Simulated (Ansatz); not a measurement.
One geometry of P₂S₄⁺, several levels of theory.

```yaml
crystal:
  periodic: [false, false, false]
  atoms:
    - {symbol: P, position_ang: [1.148720, -1.589031, -0.731384]}
    - {symbol: P, position_ang: [-2.060525, 0.124369, -0.116022]}
    - {symbol: S, position_ang: [0.994580, 1.504436, 0.221917]}
    - {symbol: S, position_ang: [-0.931845, 1.488638, 0.965516]}
    - {symbol: S, position_ang: [1.724861, -0.376526, 0.848756]}
    - {symbol: S, position_ang: [-0.875811, -1.151876, -1.188782]}
basis:
  gaussian: {orbitals: def2-TZVP, initial_orbitals: start.molden}
total_charge: 1
magnetization: {spin_polarized: true, initial_magnetization: 1}
hamiltonian: {xc: {name: wB97M-V}}
scf: {omitted_lower_state_checks: [starts]}
output: {orbitals: {seedname: orbitals}}
```

The file start.molden holds the orbitals of an earlier run on this structure, at another level or in another basis.

```sh
$ ansatz run in.yaml --threads 4 --pin off --events-out ev --progress --plain --max-ram 4787MiB
```

It prints (some lines left out):

```
Functional definition: wB97M-V
1596 factors; their error is unknown
261 factors; integrals over basis functions are off by at most 2.8e-5 eV
mean field evaluation 1: about -61910.6561 eV, gradient 1.1e1 eV
mean field evaluation 2: about -61910.8272 eV, gradient 3.4e-1 eV
mean field evaluation 4: about -61910.8831 eV, gradient 8.4e-2 eV
mean field evaluation 8: about -61910.8831 eV, gradient 2.3e-5 eV
mean field -61910.88313828 eV, -2275.1829906278 hartree, gradient 2.3e-5 eV, S^2 0.781743; 0 other end points of the search recorded, 0 dependent functions left out
reference -61910.88318165 eV, -2275.1829922216 hartree; 47, 46 occupied and 175, 176 virtual orbitals, 1596 factors
Total energy: -61910.88318165 eV, -2275.1829922216 hartree
Checks for a lower state left out: starts
```

Hardware: 4 threads of Arm Neoverse V1 on a shared host. Wall time 30 s, peak host memory 1.2 GiB.

The first input with `gaussian: {orbitals: def2-SVP, initial_orbitals: start.molden}`, `hamiltonian: {xc: pbe0, dispersion: d4}` (abridged; 3.3 s):

```
Functional definition: PBE0
mean field -61870.02477645 eV, -2273.6814735255 hartree, gradient 2.3e-5 eV, S^2 0.777475
Total energy: -61870.43417604 eV, -2273.6965186831 hartree
Checks for a lower state left out: starts
```

First input, but with `hamiltonian: {xc: {name: BHLYP}, dispersion: d4}` (abridged; 15 s):

```
Functional definition: BHLYP
mean field -61913.15376423 eV, -2275.2664345925 hartree, gradient 2.2e-5 eV, S^2 0.805969
Total energy: -61913.85946390 eV, -2275.2923685772 hartree
Checks for a lower state left out: starts
```

The first input with `gaussian: {orbitals: def2-SVP, initial_orbitals: start.molden}`, `correlation: {method: ccsd_t}`, `scf: {omitted_lower_state_checks: [starts, cluster_reference]}` and without the key `hamiltonian` (abridged; 16 s):

```
Functional definition: HF
mean field -61785.92229951 eV, -2270.5907645046 hartree, gradient 3.0e-6 eV, S^2 0.902603
30 core orbitals not correlated: weight in the atoms' cores, before any rotation towards them, 1.000 or more for the frozen orbitals, at most 0.000 for the correlated occupied ones
second order -19.35344121 eV of doubles, -0.00000000 eV of singles
cycle   1  -20.06532767 eV  change   -7.1e-1 eV  update   1.7e-1
cycle   2  -20.79792927 eV  change   -7.3e-1 eV  update   5.9e-2
cycle   3  -21.05803048 eV  change   -2.6e-1 eV  update   4.8e-2
cycle   4  -21.07683513 eV  change   -1.9e-2 eV  update   2.3e-2
cycle   5  -21.07959622 eV  change   -2.8e-3 eV  update   1.5e-2
cycle   6  -21.08729202 eV  change   -7.7e-3 eV  update   6.4e-3
cycle   7  -21.08863784 eV  change   -1.3e-3 eV  update   4.0e-3
cycle   8  -21.09052697 eV  change   -1.9e-3 eV  update   2.4e-3
cycle   9  -21.09178092 eV  change   -1.3e-3 eV  update   1.6e-3
cycle  10  -21.09093907 eV  change    8.4e-4 eV  update   9.1e-4
cycle  11  -21.09095327 eV  change   -1.4e-5 eV  update   6.1e-4
cycle  12  -21.09123233 eV  change   -2.8e-4 eV  update   3.1e-4
cycle  13  -21.09129623 eV  change   -6.4e-5 eV  update   1.7e-4
cycle  14  -21.09139064 eV  change   -9.4e-5 eV  update   9.1e-5
cycle  15  -21.09134415 eV  change    4.6e-5 eV  update   5.1e-5
cycle  16  -21.09134238 eV  change    1.8e-6 eV  update   3.1e-5
perturbative correction -1.13921811 eV, -0.0418654935 hartree
Total energy: -61808.15286001 eV, -2271.4077225345 hartree
Checks for a lower state left out: starts, cluster_reference
```

As the first input, with `correlation: {method: mp2}` and without the key `hamiltonian` (abridged; 9.5 s):

```
Functional definition: HF
mean field -61808.25700433 eV, -2271.4115497679 hartree, gradient 2.1e-6 eV, S^2 0.943864
30 core orbitals not correlated: weight in the atoms' cores, before any rotation towards them, 1.000 or more for the frozen orbitals, at most 0.000 for the correlated occupied ones
second order -25.12479786 eV of doubles, -0.00000000 eV of singles
Total energy: -61833.38180220 eV, -2272.3348690592 hartree
Checks for a lower state left out: starts
```

The first input with `gaussian: {orbitals: def2-SVP, initial_orbitals: start.molden}`, `hamiltonian: {xc: pbe, dispersion: d4}` (abridged; 2 s):

```
Functional definition: PBE
mean field -61865.86459428 eV, -2273.5285896506 hartree, gradient 4.9e-5 eV, S^2 0.757786
Total energy: -61866.33849597 eV, -2273.5460052165 hartree
Checks for a lower state left out: starts
```

First input, but with `hamiltonian: {xc: pbe, dispersion: d4}`, `output: {forces: true, orbitals: {seedname: orbitals}}` (abridged; 6 s):

```
Functional definition: PBE
mean field -61888.09797710 eV, -2274.3456513990 hartree, gradient 1.5e-5 eV, S^2 0.758975
Total energy: -61888.57189127 eV, -2274.3630674235 hartree
Atom 0 force    -0.132462     0.069743     0.020231 eV/Å
Atom 1 force    -0.114825    -0.041245    -0.001476 eV/Å
Atom 2 force    -0.130478    -0.114256     0.139815 eV/Å
Atom 3 force     0.204461     0.158078    -0.006453 eV/Å
Atom 4 force     0.021419     0.059124    -0.072404 eV/Å
Atom 5 force     0.151886    -0.131443    -0.079712 eV/Å
Dipole moment:    -0.122023    -0.100569    -0.060256 e Å
Checks for a lower state left out: starts
```

Geometry: PBE0-D4/def2-SVP.

Correlated methods freeze 30 core orbitals. At CCSD(T)/def2-SVP, MP2/def2-TZVP the charge 1 doublet is spin-contaminated (final ⟨S²⟩ up to 0.94, 0.75 for a pure state). Another isomer (doublet) lies 1.00 eV lower at PBE0-D4/def2-TZVP; other spin states weren't run for this one.
